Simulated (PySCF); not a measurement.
# CH3CH2CF2CH3: NMR shifts at several levels of theory, part 2 of 2

PySCF 2.14.0. Atoms count from 0.

## (6) Shielding tensors: PBE0/IGLO-III

The job: settings as JSON, then the geometry in Å.

```
{"job": {"kind": "nmr", "xc": "PBE0", "basis": "IGLO-III", "pop": true}, "charge": 0, "multiplicity": 1}
C      1.918567    -0.286860     0.128907
C      0.440049    -0.580055     0.314126
C     -0.455248     0.495260    -0.268513
C     -1.935622     0.260297    -0.113095
F     -0.173457     0.635077    -1.598093
F     -0.140090     1.693464     0.307493
H      2.534143    -1.083253     0.570997
H      2.170875    -0.210087    -0.938243
H      2.190739     0.663824     0.609059
H      0.166512    -1.534503    -0.163254
H      0.190527    -0.675910     1.382904
H     -2.226638    -0.676904    -0.606135
H     -2.202907     0.204782     0.950631
H     -2.480254     1.093650    -0.577093
```

Method: GIAO PBE0/IGLO-III NMR shielding, non-relativistic, gas phase.

The log of the run:

```text
coarse grid: 11480 points
cycle   1  E = -356.6131543740  dE =  5.327e-01  |g| = 7.483e-01  |ddm| = 2.303e+00
cycle   2  E = -356.5390663279  dE =  7.409e-02  |g| = 1.057e+00  |ddm| = 7.548e-01
cycle   3  E = -356.7095889124  dE = -1.705e-01  |g| = 8.572e-02  |ddm| = 4.212e-01
cycle   4  E = -356.7108384572  dE = -1.250e-03  |g| = 3.686e-02  |ddm| = 5.296e-02
cycle   5  E = -356.7111230308  dE = -2.846e-04  |g| = 4.114e-03  |ddm| = 1.861e-02
cycle   6  E = -356.7111260303  dE = -2.999e-06  |g| = 1.461e-03  |ddm| = 2.590e-03
final grid: 111016 points
cycle   7  E = -356.7179173859  dE = -1.140e-04  |g| = 8.381e-03  |ddm| = 6.863e-02
cycle   8  E = -356.7179090372  dE =  8.349e-06  |g| = 1.083e-02  |ddm| = 9.361e-03
cycle   9  E = -356.7179319954  dE = -2.296e-05  |g| = 1.065e-03  |ddm| = 4.593e-03
cycle  10  E = -356.7179321341  dE = -1.387e-07  |g| = 4.320e-04  |ddm| = 6.209e-04
cycle  11  E = -356.7179321665  dE = -3.243e-08  |g| = 5.205e-05  |ddm| = 2.133e-04
cycle  12  E = -356.7179321670  dE = -4.960e-10  |g| = 2.006e-05  |ddm| = 3.651e-05
converged SCF energy = -356.7179321670

GIAO shielding tensors (ppm)
atom      isotropic    diamagn.    paramagn.     s11        s22        s33       span
  0 C      177.160     245.391     -68.231    170.097    175.149    186.234     16.137
  1 C      148.634     253.132    -104.497    137.148    139.434    169.320     32.172
  2 C       55.860     244.371    -188.511     42.108     51.388     74.083     31.975
  3 C      157.592     250.792     -93.200    141.144    145.096    186.537     45.394
  4 F      293.061     465.259    -172.198    177.730    327.347    374.106    196.376
  5 F      293.106     465.267    -172.161    177.215    326.999    375.103    197.888
  6 H       30.610      27.342       3.268     26.103     27.990     37.738     11.635
  7 H       30.158      29.049       1.108     25.419     29.149     35.905     10.486
  8 H       30.146      29.059       1.087     25.389     29.197     35.853     10.463
  9 H       29.684      32.244      -2.560     25.140     29.753     34.158      9.018
 10 H       29.683      32.249      -2.566     25.125     29.767     34.156      9.031
 11 H       30.068      30.164      -0.096     26.530     28.418     35.256      8.726
 12 H       30.069      30.150      -0.081     26.545     28.389     35.273      8.728
 13 H       29.704      28.100       1.604     26.335     27.778     34.998      8.663
```

Run time: 41 s. Hardware: 1 thread, shared host.

In short: δ C2 127.9, C1 35.1, C3 26.2, C0 6.6, H9 1.69, H11 1.43 ppm (means over like atoms).

## (7) Shielding tensors: PBE0/pcSseg-0

The job, as its differences from that of step 6:

```diff
@@ -1,2 +1,2 @@
-{"job": {"kind": "nmr", "xc": "PBE0", "basis": "IGLO-III", "pop": true}, "charge": 0, "multiplicity": 1}
+{"job": {"kind": "nmr", "xc": "PBE0", "basis": "pcSseg-0", "pop": true}, "charge": 0, "multiplicity": 1}
 C      1.918567    -0.286860     0.128907
```

Method: GIAO PBE0/pcSseg-0 NMR shielding, non-relativistic, gas phase.

The log of the run:

```text
coarse grid: 11480 points
cycle   1  E = -355.7197620393  dE =  5.092e-01  |g| = 6.629e-01  |ddm| = 3.375e+00
cycle   2  E = -355.6590013027  dE =  6.076e-02  |g| = 9.371e-01  |ddm| = 1.503e+00
cycle   3  E = -355.8076361679  dE = -1.486e-01  |g| = 5.064e-02  |ddm| = 8.112e-01
cycle   4  E = -355.8081534449  dE = -5.173e-04  |g| = 2.174e-02  |ddm| = 6.476e-02
cycle   5  E = -355.8082570208  dE = -1.036e-04  |g| = 1.635e-03  |ddm| = 2.318e-02
cycle   6  E = -355.8082576072  dE = -5.864e-07  |g| = 6.165e-04  |ddm| = 3.200e-03
final grid: 111016 points
cycle   7  E = -355.7466337614  dE = -2.049e-05  |g| = 4.337e-03  |ddm| = 2.285e-02
cycle   8  E = -355.7466332469  dE =  5.145e-07  |g| = 4.668e-03  |ddm| = 9.487e-03
cycle   9  E = -355.7466385668  dE = -5.320e-06  |g| = 5.401e-04  |ddm| = 4.883e-03
cycle  10  E = -355.7466386041  dE = -3.739e-08  |g| = 1.105e-04  |ddm| = 5.189e-04
cycle  11  E = -355.7466386060  dE = -1.811e-09  |g| = 3.575e-05  |ddm| = 1.219e-04
cycle  12  E = -355.7466386063  dE = -2.931e-10  |g| = 4.759e-06  |ddm| = 4.408e-05
converged SCF energy = -355.7466386063

GIAO shielding tensors (ppm)
atom      isotropic    diamagn.    paramagn.     s11        s22        s33       span
  0 C      184.632     244.241     -59.609    176.712    183.281    193.904     17.192
  1 C      157.423     248.217     -90.795    144.169    145.606    182.493     38.324
  2 C       59.155     245.469    -186.314     45.154     49.185     83.126     37.972
  3 C      162.423     247.249     -84.826    143.094    149.874    194.301     51.207
  4 F      308.895     473.766    -164.871    205.357    324.549    396.781    191.424
  5 F      309.150     473.767    -164.617    204.845    324.725    397.879    193.034
  6 H       31.825      28.717       3.108     27.041     28.976     39.459     12.417
  7 H       31.269      28.364       2.905     26.191     30.328     37.287     11.095
  8 H       31.262      28.363       2.899     26.163     30.379     37.243     11.080
  9 H       31.103      31.146      -0.042     26.706     30.813     35.791      9.084
 10 H       31.103      31.150      -0.047     26.696     30.823     35.788      9.092
 11 H       31.111      28.641       2.471     27.399     29.182     36.753      9.354
 12 H       31.111      28.631       2.480     27.400     29.167     36.766      9.366
 13 H       30.556      28.269       2.287     27.004     28.230     36.435      9.431
```

Wall time 5.6 s (1 thread, shared host).

In short: δ C2 134.4, C1 36.1, C3 31.1, C0 8.9, H11 1.91, H9 1.73 ppm (means over like atoms).

## (8) Shielding tensors: PBE0/pcSseg-2

The job, as its differences from that of step 7:

```diff
@@ -1,2 +1,2 @@
-{"job": {"kind": "nmr", "xc": "PBE0", "basis": "pcSseg-0", "pop": true}, "charge": 0, "multiplicity": 1}
+{"job": {"kind": "nmr", "xc": "PBE0", "basis": "pcSseg-2", "pop": true}, "charge": 0, "multiplicity": 1}
 C      1.918567    -0.286860     0.128907
```

Level: GIAO PBE0/pcSseg-2 NMR shielding, non-relativistic, gas phase.

The log of the run:

```text
coarse grid: 11480 points
cycle   1  E = -356.6097208658  dE =  5.262e-01  |g| = 7.477e-01  |ddm| = 2.294e+00
cycle   2  E = -356.5375460887  dE =  7.217e-02  |g| = 1.043e+00  |ddm| = 8.196e-01
cycle   3  E = -356.7062156676  dE = -1.687e-01  |g| = 8.567e-02  |ddm| = 4.697e-01
cycle   4  E = -356.7075304037  dE = -1.315e-03  |g| = 3.175e-02  |ddm| = 6.543e-02
cycle   5  E = -356.7077478450  dE = -2.174e-04  |g| = 4.297e-03  |ddm| = 2.179e-02
cycle   6  E = -356.7077511412  dE = -3.296e-06  |g| = 1.396e-03  |ddm| = 3.424e-03
final grid: 111016 points
cycle   7  E = -356.7094510178  dE = -1.212e-04  |g| = 8.025e-03  |ddm| = 4.733e-02
cycle   8  E = -356.7094434398  dE =  7.578e-06  |g| = 1.038e-02  |ddm| = 1.068e-02
cycle   9  E = -356.7094652747  dE = -2.183e-05  |g| = 1.013e-03  |ddm| = 5.747e-03
cycle  10  E = -356.7094654050  dE = -1.303e-07  |g| = 4.131e-04  |ddm| = 6.770e-04
cycle  11  E = -356.7094654337  dE = -2.865e-08  |g| = 4.962e-05  |ddm| = 2.258e-04
cycle  12  E = -356.7094654341  dE = -4.208e-10  |g| = 2.053e-05  |ddm| = 4.767e-05
converged SCF energy = -356.7094654341

GIAO shielding tensors (ppm)
atom      isotropic    diamagn.    paramagn.     s11        s22        s33       span
  0 C      177.207     239.797     -62.590    170.123    175.263    186.236     16.113
  1 C      148.744     246.662     -97.918    137.282    139.555    169.395     32.113
  2 C       55.124     239.359    -184.235     41.259     50.447     73.667     32.408
  3 C      157.634     243.083     -85.449    141.219    145.122    186.561     45.343
  4 F      293.964     470.892    -176.928    179.847    327.333    374.713    194.866
  5 F      294.011     470.912    -176.901    179.325    326.983    375.724    196.399
  6 H       30.474      27.869       2.606     25.935     27.783     37.706     11.771
  7 H       30.039      29.129       0.910     25.266     28.975     35.876     10.611
  8 H       30.028      29.142       0.887     25.237     29.023     35.825     10.588
  9 H       29.584      32.147      -2.563     25.017     29.609     34.125      9.108
 10 H       29.583      32.155      -2.572     25.002     29.622     34.123      9.121
 11 H       29.953      29.876       0.077     26.410     28.240     35.209      8.800
 12 H       29.955      29.867       0.088     26.425     28.212     35.228      8.803
 13 H       29.578      28.353       1.225     26.186     27.570     34.979      8.793
```

It took 57 s on 1 thread, shared host.

This run: δ C2 129.0, C1 35.4, C3 26.5, C0 6.9, H9 1.66, H11 1.42 ppm (means over like atoms).

## (9) Side by side: NMR shifts

Shifts (ppm) of some atoms, chosen among heavy atoms and hydrogens apart, means over like atoms, with basis size and wall time (the measured row can stand on another reference than the computed rows):

```tsv
run	C2	C1	C3	C0	H11	H6	F4	functions	time
PBE0/cc-pVDZ	121.5	34.5	25.8	8.2	1.26	1.00	-118.1	124	12 s
PBE0/cc-pVTZ	124.6	33.9	25.5	6.6	1.39	1.06	-116.3	292	42 s
PBE0/aug-cc-pVDZ	120.1	33.9	24.6	6.6	1.49	1.12	-113.5	210	26 s
PBE0/IGLO-III	127.9	35.1	26.2	6.6	1.43	1.07	-118.4	290	41 s
PBE0/pcSseg-0	134.4	36.1	31.1	8.9	1.91	1.38	-130.7	70	5.6 s
PBE0/pcSseg-2	129.0	35.4	26.5	6.9	1.42	1.06	-118.2	328	57 s
measured	–	–	–	–	–	–	-93.3	–	–
```

Measured: G. Saielli, R. Bini, A. Bagno, Computational 19F NMR. 2. Organic compounds, RSC Adv. 2014, ESI (exp. from Berger-Braun-Kalinowski 1994 and Everett 1995).

## (10) Outcome

What follows sums up all 2 parts.

| quantity | value |
| --- | --- |
| point group | Cs |
| rotational constants (main isotopes) | 5.02, 2.69, 2.68 GHz |
| 13C shifts against TMS (PBE0/cc-pVDZ) | 121.5, 34.5, 25.8, 8.2 ppm |
| 1H shifts against TMS (PBE0/cc-pVDZ, means over atoms taken as alike) | 1.45, 1.26, 1.00 ppm |
| 19F shifts against CFCl3 (PBE0/cc-pVDZ, means over atoms taken as alike) | -118.1 ppm |
| measured, and computed on the same scale | F4 δ -93.3, -118.1 ppm |
| range of the shift of F4 | -130.7 to -113.5 ppm |

In words: Single values in the summary come from the first run of each kind that ended normally (PBE0/cc-pVDZ), which need not be the best level. The optimisation took 3 steps and gained 0.034 eV; among the close pairs (by a distance rule), C2–F5 changed most, from 1.357 to 1.366 Å. No frequency check was run at this level, so the end point may be a saddle. At PBE0/cc-pVDZ: The largest span, 174 ppm, is at F4, F5, where the paramagnetic term is -155 ppm. The one measured 19F shift is missed by -24.8 ppm (computed less measured, unscaled). Vibration, temperature and solvent are missing from the calculation, and it holds one conformer, so part of the miss against the measured shifts is not the functional's. In ppm, F4 (with its like atoms) moves most: its shift spreads over 17.2 ppm, from -130.7 (PBE0/pcSseg-0) to -113.5 (PBE0/aug-cc-pVDZ). Most of that comes from the computed reference, not from the atom's own shielding. For the one measured 19F shift, PBE0/aug-cc-pVDZ misses least (20.2 ppm, 26 s) and PBE0/pcSseg-0 most (37.4 ppm, 5.6 s). One molecule ranks no method: errors cancel, and vibration and temperature are missing from all runs.
